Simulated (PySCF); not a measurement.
C4H6P (charge -1).
SMILES with atom numbers: `[CH:1]#[C:2][CH2:3][P-:4][CH3:5]` (hydrogens: H6 on C1; H7, H8 on C3; H9, H10, H11 on C5)
Bond orders are those of one Lewis drawing.

Method: PBE0-D3(BJ)/def2-SVP geometry optimisation, gas phase (PySCF 2.14.0); density fitting, grid level 1; the optimiser is geomeTRIC in internal coordinates, started from a GFN2-xTB structure.

Step 0: E = -13517.4717 eV
```
atom  x, y, z in Å  |  force x, y, z in eV/Å
C1      1.5923    1.6612    0.4854    0.377   1.124   0.331
C2      1.3384    0.5038    0.2907   -0.295  -1.398  -0.271
C3      0.9585   -0.8530    0.0167   -0.303  -0.206  -0.241
P4     -0.4295   -0.9767   -1.2649    0.000  -0.259  -0.668
C5     -1.7277   -0.1816   -0.1891    0.468  -0.269  -0.317
H6      1.8200    2.6756    0.6366    0.163   0.884   0.120
H7      0.6414   -1.3532    0.9419    0.136  -0.167   0.390
H8      1.8046   -1.4006   -0.4111    0.275  -0.195   0.025
H9     -2.6449   -0.1263   -0.7750   -0.478   0.091  -0.142
H10    -1.4284    0.8277    0.1015   -0.088   0.500   0.255
H11    -1.9193   -0.7742    0.7112   -0.257  -0.107   0.518
```

Question: Estimate the geometry and energy of step 1. (The exact step hangs on the optimiser's Hessian estimate; all steps are aligned on step 0, rigid shifts and turns removed.)

Answer: E = -13517.5653 eV, largest force 0.185 eV/Å
```
atom  x, y, z in Å  |  force x, y, z in eV/Å
C1      1.6601    1.6748    0.5141    0.067   0.167   0.042
C2      1.3611    0.5179    0.2734    0.010  -0.075   0.004
C3      0.9631   -0.8516    0.0009   -0.066  -0.080  -0.036
P4     -0.4436   -1.0084   -1.2849    0.020  -0.020  -0.046
C5     -1.7584   -0.2044   -0.2085    0.014   0.008   0.018
H6      1.8877    2.7128    0.6693   -0.024  -0.068  -0.011
H7      0.6976   -1.3437    0.9622    0.054   0.025  -0.017
H8      1.8248   -1.4079   -0.4125   -0.011   0.030   0.034
H9     -2.6989   -0.1552   -0.7894    0.020   0.001   0.040
H10    -1.5063    0.8344    0.0923   -0.056  -0.034  -0.007
H11    -1.9819   -0.7661    0.7270   -0.027   0.046  -0.022
```

The energy changes by -0.0936 eV. The first-order estimate −F·Δx gives -0.1756 eV and the mean of the old and new forces, exact on a quadratic surface, -0.0926 eV. The step makes an angle of 69° with the force vector and moves no atom by more than 0.084 Å.

What follows is the cost of the whole optimisation. On one thread of an Intel Xeon 6975P-C, on a shared host, this took 10 s of wall time and 0.46 GiB of memory at its peak.
